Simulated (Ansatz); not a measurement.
**SiGe2, singlet in cc-pVDZ: errors against RCCSDTQ**

Geometry: a PBE0/def2-TZVP stationary point for this spin, not checked as a minimum.

| atom | x (Å) | y (Å) | z (Å) |
| --- | --- | --- | --- |
| Ge | 0.0000 | -0.2722 | 1.4758 |
| Si | 0.0000 | 1.4082 | 0.0000 |
| Ge | 0.0000 | -0.2722 | -1.4758 |

Basis cc-pVDZ; Ansatz 0.2.0. Only valence electrons are correlated (noble-gas cores and the filled d shells of p-block atoms frozen), which leaves 12 electrons in 39 orbitals. R marks a restricted (for open shells ROHF) determinant. Active spaces: valence = (12e, 12o) chosen from the atoms' valence shells. No spin–orbit coupling is included, and no scalar relativity.

Full CI isn't at hand for all of this; RCCSDTQ serves as the reference, and is uncertain by about the last step of the cluster series.

- UHF ⟨S²⟩: 0.859
- T1 diagnostic (RCCSD): 0.0324
- largest doubles amplitude (RCCSD): 0.101

| level | E − E(RCCSDTQ) (kJ/mol) | share of correlation (%) | wall time |
| --- | --- | --- | --- |
| RHF | 770.9 | 0.00 | – |
| RMP2 | 123.3 | 84.00 | – |
| CISD | 155.5 | 79.82 | 2.4 s |
| RCCSD | 64.1 | 91.68 | – |
| RCCSD(T) | 9.3 | 98.79 | 5.5 s |
| BCCD(T) | 8.7 | 98.88 | 3.8 s |
| RCCSDT | 6.7 | 99.13 | – |
| RCCSDT(Q) | -0.8 | 100.11 | 13 s |
| CASSCF (valence space) | 424.5 | 44.94 | – |
| NEVPT2 (valence space) | 92.3 | 88.02 | 32 s (H100) |
| MRCISD (valence space) | 40.4 | 94.76 | – |
| MRCISD+Q (valence space) | 1.3 | 99.83 | 21 s (H100) |

The correlation energy at RCCSDTQ, counted from RHF, is -7.990 eV. That run took 60 s on 2 threads of AMD EPYC 7R13 with a shared H100 80 GB, shared host.

Times hold each run's SCF and search for its determinant on a shared host, so for small cases they say little of a method's own cost; rows without a card ran on 1 thread of AMD EPYC 7R13.

Natural occupations of CASSCF (valence space) about the gap: 1.975 1.955 1.923 1.890 1.889 0.118 0.083 0.058 0.058 0.037; effectively unpaired electrons, Σ n²(2−n)², 0.23.

Atomization energy (electronic, same basis, no zero-point term; atoms at the same level, unrestricted beside the R rows where the molecule is a closed shell, but restricted open-shell past Ca, as are all atoms' steps beyond CCSDT(Q)) at RCCSDTQ: 566.6 kJ/mol. Errors of other levels:

```json
{"level": "RHF", "error (kJ/mol)": "-282.0"}
{"level": "RMP2", "error (kJ/mol)": "21.2"}
{"level": "CISD", "error (kJ/mol)": "-142.9"}
{"level": "RCCSD", "error (kJ/mol)": "-54.6"}
{"level": "RCCSD(T)", "error (kJ/mol)": "-6.5"}
{"level": "BCCD(T)", "error (kJ/mol)": "-5.8"}
{"level": "RCCSDT", "error (kJ/mol)": "-6.5"}
{"level": "RCCSDT(Q)", "error (kJ/mol)": "0.9"}
{"level": "CASSCF (valence space)", "error (kJ/mol)": "-24.8"}
{"level": "NEVPT2 (valence space)", "error (kJ/mol)": "8.2"}
{"level": "MRCISD (valence space)", "error (kJ/mol)": "-33.0"}
{"level": "MRCISD+Q (valence space)", "error (kJ/mol)": "-11.9"}
```

This basis is far from its limit, so the value isn't to be set against a measured one. Truncated CI isn't size-consistent, which counts against it in atomization.
